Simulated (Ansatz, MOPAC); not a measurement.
**How well does each level of theory give the elastic constant C12 of zinc-blende AlAs?**

Reference value: 57.5 ± 1 GPa (measured, temperature not stated, no zero-point or thermal correction; as tabulated in Krieger et al. (1995), doi:10.1063/1.114098).

**Question.** Put these levels in order of the elastic constant C12 that they give for zinc-blende AlAs, smallest first: LDA (Ansatz, a first-principles code), PBE (Ansatz), PM7 semi-empirical Hartree-Fock (MOPAC).

**Answer.** PBE (48.9 GPa), LDA (57.0 GPa), PM7 semi-empirical Hartree-Fock (MOPAC) (136 GPa)

Unless a cell is named, each level is at its own relaxed cell (PM7 semi-empirical Hartree-Fock (MOPAC) 22.46, LDA 22.29, PBE 23.50 Å³/atom).

Differences against the reference: PM7 semi-empirical Hartree-Fock (MOPAC) +137 %, LDA -0.9 %, PBE -15.0 %.

The reference isn't brought to a static lattice, while the calculations are for one, so the differences are not the levels' errors alone.  PM7 semi-empirical Hartree-Fock (MOPAC): the method was fitted mainly to molecules. PM7 semi-empirical Hartree-Fock (MOPAC): the run uses a supercell at the zone centre in place of a k mesh. Each level is taken at its own relaxed cell. Ansatz's density-functional and Hartree–Fock values are scalar-relativistic unless marked +SOC, with PAW data made under PBE.

Differences are worked out from the printed values.
